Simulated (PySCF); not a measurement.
Species: 1,4-butanediol, C4H10O2.
Bonds: O1–C2, C2–C3, C3–C4, C4–C5, C5–O6. Hydrogens: H7 on O1; H8, H9 on C2; H10, H11 on C3; H12, H13 on C4; H14, H15 on C5; H16 on O6.

The calculation used core-valence-separated Tamm–Dancoff BHandHLYP/aug-pcX-1 (pcseg-1 on H) in PySCF, non-relativistic, gas phase, PBE0-D3(BJ)/def2-SVP geometry. The energies are unshifted.

**Question.** Give energies, oscillator strengths and core holes at the O K edge.

**Answer.** 
```tsv
E (eV)	f	core hole on	main final orbital
532.06	0.0428	O1/O6	LUMO/LUMO+1 (2 roots, f summed)
534.09	0.0132	O6	LUMO (48 %)
534.23	0.0088	O1	spread
534.31	0.0091	O1/O6	LUMO+2/LUMO+3 (2 roots, f summed)
534.59	0.0036	O6	LUMO+3 (32 %)
534.67	0.0069	O1	LUMO (42 %)
534.97	0.0154	O1	LUMO+5 (42 %)
535.03	0.0133	O6	spread
```

The first line with a tenth or more of the strongest one's intensity is at 532.06 eV (f = 0.043, sum of 2), with the hole on O1/O6 (alcohol oxygen). It is also the strongest listed.

**Question.** What does the C 1s absorption edge look like?

**Answer.** 
| E (eV) | f | core hole on | main final orbital |
| --- | --- | --- | --- |
| 285.29 | 0.0175 | C4 | LUMO (51 %) |
| 285.37 | 0.0187 | C3 | LUMO (78 %) |
| 285.93 | 0.0271 | C3 | LUMO+2 (59 %) |
| 286.11 | 0.0173 | C4 | LUMO+2 (38 %) |
| 286.38 | 0.0042 | C4 | LUMO+1 (36 %) |
| 286.56 | 0.0483 | C2/C5 | LUMO/LUMO+1 (2 roots, f summed) |
| 286.68 | 0.0055 | C3/C4 | LUMO+1/LUMO+2 (2 roots, f summed) |
| 286.94 | 0.0009 | C3 | LUMO+3 (75 %) |
| 287.28 | 0.0272 | C5 | spread |
| 287.31 | 0.0054 | C4 | LUMO+5 (31 %) |
| 287.34 | 0.0291 | C2 | spread |
| 287.40 | 0.0118 | C2 | LUMO+2 (42 %) |
| 287.43 | 0.0058 | C3/C4 | LUMO+4/LUMO+5 (2 roots, f summed) |
| 287.45 | 0.0105 | C5 | LUMO+1 (30 %) |
| 287.56 | 0.0021 | C3 | LUMO+5 (64 %) |
| 287.69 | 0.0054 | C4 | spread |

The first line with a tenth or more of the strongest one's intensity is at 285.29 eV (f = 0.018), with the hole on C4 (chain CH2 carbon). The strongest listed is at 286.56 eV (f = 0.048, sum of 2; C2/C5).

Roots within 0.03 eV whose holes lie on the same, on equivalent or on shared atoms are summed into one line, and the highest roots are left out, as the search may have cut off their partners. Final orbitals are the ground state's empty Kohn–Sham orbitals.

**Question.** What is the summed oscillator strength of the listed O K lines, and their intensity-weighted mean energy?

**Answer.** Σf = 0.113 over 8 lines from 532.06 to 535.03 eV; the weighted mean is 533.63 eV. The strongest line holds 38 % of the sum.

The list ends where the root search ended, not at a threshold.

One conformer stands for the species.
